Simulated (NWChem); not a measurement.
All runs are NWChem calculations. System: C3H7Cl, charge 0, spin multiplicity 1, at a geometry optimised with PBE/def2-SVP. The structure started from a generated list of species. Level: MP2/6-31G* (spherical d), 8 core orbitals frozen.

The NWChem input:

```
start mol
memory heap 200 mb stack 800 mb global 1000 mb
geometry units angstroms nocenter noautoz noautosym
  C     -1.919688    -0.243701     0.226043
  C     -0.706681    -1.128629    -0.060204
  C      0.615041    -0.576279     0.458363
  Cl     1.070718     0.988764    -0.336386
  H     -2.066288    -0.097798     1.316843
  H     -2.848300    -0.689983    -0.181935
  H     -1.789779     0.757141    -0.232179
  H     -0.612567    -1.311787    -1.152185
  H     -0.842076    -2.129000     0.410045
  H      0.573086    -0.370740     1.547076
  H      1.451693    -1.275168     0.265686
end
basis spherical
  * library 6-31g*
end
scf
  rhf
  nopen 0
  maxiter 100
  thresh 1e-7
  semidirect memsize 60000000 filesize 0
end
mp2
  freeze core 8
end
task mp2 energy
```

NWChem printed:

```
             Northwest Computational Chemistry Package (NWChem) 7.3.0
             --------------------------------------------------------

                                NWChem Input Module
                                -------------------

 Scaling coordinates for geometry "geometry" by  1.889725989
 (inverse scale =  0.529177249)

                             Geometry "geometry" -> ""
                             -------------------------

 Output coordinates in angstroms (scale by  1.889725989 to convert to a.u.)

  No.       Tag          Charge          X              Y              Z
 ---- ---------------- ---------- -------------- -------------- --------------
    1 C                    6.0000    -1.91968800    -0.24370100     0.22604300
    2 C                    6.0000    -0.70668100    -1.12862900    -0.06020400
    3 C                    6.0000     0.61504100    -0.57627900     0.45836300
    4 Cl                  17.0000     1.07071800     0.98876400    -0.33638600
    5 H                    1.0000    -2.06628800    -0.09779800     1.31684300
    6 H                    1.0000    -2.84830000    -0.68998300    -0.18193500
    7 H                    1.0000    -1.78977900     0.75714100    -0.23217900
    8 H                    1.0000    -0.61256700    -1.31178700    -1.15218500
    9 H                    1.0000    -0.84207600    -2.12900000     0.41004500
   10 H                    1.0000     0.57308600    -0.37074000     1.54707600
   11 H                    1.0000     1.45169300    -1.27516800     0.26568600

 Effective nuclear repulsion energy (a.u.)     161.3904335898

            Nuclear Dipole moment (a.u.)
            ----------------------------
        X                 Y               Z
 ---------------- ---------------- ----------------
     0.0000132281    -0.0000018897     0.0000018897


 Summary of "ao basis" -> "" (spherical)
 ------------------------------------------------------------------------------
       Tag                 Description            Shells   Functions and Types
 ---------------- ------------------------------  ------  ---------------------
 *                           6-31g*                   on all atoms

 Summary of "ao basis" -> "ao basis" (spherical)
 ------------------------------------------------------------------------------
       Tag                 Description            Shells   Functions and Types
 ---------------- ------------------------------  ------  ---------------------
 C                           6-31g*                  6       14   3s2p1d
 Cl                          6-31g*                  8       18   4s3p1d
 H                           6-31g*                  2        2   2s

                                 NWChem SCF Module
                                 -----------------

  ao basis        = "ao basis"
  functions       =    74
  atoms           =    11
  closed shells   =    21
  open shells     =     0
  charge          =   0.00
  wavefunction    = RHF
  use symmetry    = F
  symmetry adapt  = F

 Summary of "ao basis" -> "ao basis" (spherical)
 ------------------------------------------------------------------------------
       Tag                 Description            Shells   Functions and Types
 ---------------- ------------------------------  ------  ---------------------
 C                           6-31g*                  6       14   3s2p1d
 Cl                          6-31g*                  8       18   4s3p1d
 H                           6-31g*                  2        2   2s
[...]
 Vector   23  Occ=0.000000D+00  E= 2.294155D-01
              MO Center= -5.8D-01, -8.8D-01,  3.1D-01, r^2= 5.8D+00
   Bfn.  Coefficient  Atom+Function         Bfn.  Coefficient  Atom+Function
  ----- ------------  ---------------      ----- ------------  ---------------
    20      1.176119   2 C  s                 6      1.147068   1 C  s
    70     -1.019709   9 H  s                64     -0.766432   6 H  s
    74     -0.736196  11 H  s                62     -0.587791   5 H  s
    72     -0.564982  10 H  s                37      0.482128   3 C  pz
    68     -0.435248   8 H  s                36     -0.420353   3 C  py

 Vector   24  Occ=0.000000D+00  E= 2.685927D-01
              MO Center= -1.4D-01, -6.3D-01,  6.9D-01, r^2= 5.2D+00
   Bfn.  Coefficient  Atom+Function         Bfn.  Coefficient  Atom+Function
  ----- ------------  ---------------      ----- ------------  ---------------
    72      1.394707  10 H  s                74     -0.897036  11 H  s
    62      0.877097   5 H  s                68     -0.875713   8 H  s
    37     -0.802702   3 C  pz               20      0.715853   2 C  s
     6     -0.534584   1 C  s                35      0.490554   3 C  px
    36     -0.487205   3 C  py                9     -0.473310   1 C  pz

 center of mass
 --------------
 x =   0.17253326 y =   0.14617337 z =  -0.05531382

 moments of inertia (a.u.)
 ------------------
         270.489686948464        -174.115269076871          49.479604934893
        -174.115269076871         451.178723991914          53.302145540832
          49.479604934893          53.302145540832         629.578610627960

  Mulliken analysis of the total density
  --------------------------------------

    Atom       Charge   Shell Charges
 -----------   ------   -------------------------------------------------------
    1 C    6     6.49   2.00  0.64  2.03  0.69  1.08  0.05
    2 C    6     6.32   2.00  0.64  2.02  0.65  0.95  0.05
    3 C    6     6.38   2.00  0.65  1.94  0.72  1.01  0.06
    4 Cl  17    17.12   2.00  2.00  5.98  1.35  3.56  0.59  1.61  0.03
    5 H    1     0.84   0.52  0.32
    6 H    1     0.83   0.52  0.31
    7 H    1     0.81   0.52  0.29
    8 H    1     0.82   0.52  0.30
    9 H    1     0.83   0.52  0.31
   10 H    1     0.79   0.52  0.27
   11 H    1     0.78   0.52  0.26

       Multipole analysis of the density wrt the origin
       ------------------------------------------------

     L   x y z        total         open         nuclear
     -   - - -        -----         ----         -------
     0   0 0 0     -0.000000      0.000000     42.000000

     1   1 0 0     -0.339232      0.000000      0.000013
     1   0 1 0     -0.805399      0.000000     -0.000002
     1   0 0 1      0.351573      0.000000      0.000002

     2   2 0 0    -25.579321      0.000000    235.592115
     2   1 1 0     -1.194553      0.000000     88.592746
     2   1 0 1      0.621619      0.000000    -24.762602
     2   0 2 0    -24.995463      0.000000    127.443071
     2   0 1 1     -0.136829      0.000000    -27.193577
     2   0 0 2    -24.565678      0.000000     33.187069

                   NWChem MP2 Semi-direct Energy/Gradient Module
                   ---------------------------------------------

  Basis functions       =     74
  Molecular orbitals    =     74
  Frozen core           =      8
  Frozen virtuals       =      0
  Active alpha occupied =     13
  Active beta occupied  =     13
  Active alpha virtual  =     53
  Active beta virtual   =     53
  Use MO symmetry       = F
  Use skeleton AO sym   = F

  AO/Fock/Back tols     =   1.0D-09  1.0D-09  1.0D-09

 GA uses MA = F    GA memory limited = T

 Available:
  local mem=  1.15D+08
 global mem=  1.31D+08
 local disk=  0.00D+00
  mp2_memr nvloc                    53
  nvloc new                    53
   1 passes of  13:        3145728                      28740                   6425823.
   1 passes of  13: M    114684223           G      131061048           F     111538495.

 Semi-direct pass number   1 of   1  for RHF alpha+beta  at        3.6s
  vrange nnbf                  2739
  mp2_eaftype                    24  avail_ma_in_mb                   999
 EAF : mp2_eaftype filesize          24    3212912.
  mp2_eaf for mointskh                     24
Node 0 wrote     15.1 Mb in      0.0 s     Agg I/O rate:  1490.4 Mb/s
 Done moints_semi at        7.9s
  mp2_eaftype                    24  avail_ma_in_mb                   975
 EAF : mp2_eaftype filesize          24    3212912.
  mp2_eaf for kh                    24
 Done maket at        8.1s
 Done multipass loop at        8.1s

          -------------------------------------------
          SCF energy                -577.160444484221
          Correlation energy          -0.520745260185
          Singlet pairs               -0.333790975744
          Triplet pairs               -0.186954284441
          Total MP2 energy          -577.681189744407
          -------------------------------------------

          ---------------------------------------------------
                    Spin Component Scaled (SCS) MP2
          Same spin pairs                     -0.124636189627
          Same spin scaling factor             0.333333333333
          Opposite spin pairs                 -0.396109070558
          Opposite spin scaling fact.          1.200000000000
          SCS-MP2 correlation energy          -0.516876281212
          Total SCS-MP2 energy              -577.677320765433
          ---------------------------------------------------

 -----------------------
 Performance information
 -----------------------

 Timer overhead =  2.45D-07 seconds/call

               Nr. of calls         CPU time (s)                 Wall time (s)                GFlops
             ---------------    -------------------     ------------------------------   -------------------
Name         Min   Avg   Max    Min     Avg     Max     Min     Avg     Max   Mx/calls   Min     Max     Sum
mp2: moin     1     1     1    4.3     4.3     4.3      4.3     4.3     4.3     4.3      0.0     0.0     0.0
mp2: make     1     1     1   0.22    0.22    0.22     0.22    0.22    0.22    0.22      0.0     0.0     0.0
mp2: tota     1     1     1    4.6     4.6     4.6      4.6     4.6     4.6     4.6      0.0     0.0     0.0

 The average no. of pstat calls per process was 3.00D+00
 with a timing overhead of 7.34D-07s

 Task  times  cpu:        8.1s     wall:        8.1s

 Total times  cpu:        8.1s     wall:        8.1s
```
